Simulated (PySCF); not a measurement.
**BF: bond curves at several levels of theory**

What are the lowest state that PBE0 finds, the bond length, vibrational wavenumber and bond energy of BF, and how much do these hang on the method?

Computed with PySCF 2.14.0. Level: B def2-TZVPP, F def2-TZVPP, no relativity.

## Step 1: Input

Settings of the job:

* atoms: B, F
* charge: 0
* basis: B def2-TZVPP, F def2-TZVPP
* Hamiltonian: no relativity
* basis functions: 62
* electrons treated: 14
* masses in u: 11.0093, 18.9984
* levels: PBE0, PBE, r²SCAN, M06, PBEsol, MN15, r²SCAN0, HSE06, HF, MP2, SCS-MP2, CCSD, CCSD(T)
* grid: 80 radial by 434 angular points
* occupations: held fixed by the projection of orbital angular momentum
* dissociation limit: B + F, each in its ground configuration
* starting distance in angstrom: 1.430
* values of 2S to try: 0, 2

Launch:

```
$ OMP_NUM_THREADS=1 python dia.py task.json out
```

Further steps of the session: PBE0 along the bond; Higher solutions at PBE0; PBE (GGA); r²SCAN; M06 (hybrid meta-GGA); PBEsol (GGA); MN15 (hybrid meta-GGA); r²SCAN0 (hybrid meta-GGA); HSE06; RHF (mean field); Adding correlation.

Before running it: what results should come out? Wanted: for each run, Re; ωe; De; μ.

**Answer**, as computed:

Lowest PBE0 solution found, without spin–orbit coupling: ¹Σ⁺ (singlet), closed shell. State 2 has its PBE0 minimum 3.20 eV higher. The other levels ran on the lowest alone.

| level | Re (Å) | ωe (cm⁻¹) | De (eV) | μ (D) |
| --- | --- | --- | --- | --- |
| RHF | 1.249 | 1495 | 5.94 | 0.95 |
| RHF-MP2 | 1.269 | 1409 | 8.07 | n/a |
| RHF-SCS-MP2 | 1.269 | 1409 | 7.85 | n/a |
| RHF-CCSD | 1.269 | 1412 | 7.53 | n/a |
| RHF-CCSD(T) | 1.273 | 1396 | 7.70 | n/a |
| PBE | 1.276 | 1354 | 8.10 | 1.03 |
| PBEsol | 1.272 | 1371 | 8.46 | 1.07 |
| r²SCAN | 1.267 | 1397 | 7.83 | 1.08 |
| PBE0 | 1.263 | 1416 | 7.78 | 1.01 |
| r²SCAN0 | 1.258 | 1438 | 7.56 | 1.03 |
| M06 | 1.258 | 1442 | 7.97 | 0.99 |
| HSE06 | 1.263 | 1412 | 7.75 | 1.00 |
| MN15 | 1.269 | 1419 | 8.18 | 0.94 |

De is counted to B + F in their ground configurations. A positive dipole means B(−)F(+).

Differences from CCSD(T) in the same basis:

```
      level  Re (mÅ)  ωe (%)
        RHF      -24    +7.1
    RHF-MP2       -3    +1.0
RHF-SCS-MP2       -3    +1.0
   RHF-CCSD       -4    +1.2
        PBE       +3    -3.0
     PBEsol       -1    -1.8
     r²SCAN       -6    +0.1
       PBE0      -10    +1.4
    r²SCAN0      -14    +3.0
        M06      -15    +3.3
      HSE06       -9    +1.2
       MN15       -4    +1.7
```

What this shows: Judged by CCSD(T) in the same basis: best bond length PBEsol (-1 mÅ), worst RHF (-24 mÅ); best wavenumber r²SCAN (+0.1 %), worst RHF (+7.1 %). Hartree–Fock makes the bond too short and too stiff against this reference, as it mostly does. PBE gives a bond that is too long and too soft, as GGAs tend to. Among the levels with a De in the table, it runs from 5.94 eV (RHF) to 8.46 eV (PBEsol).

Correlated steps freeze 2 core orbitals.
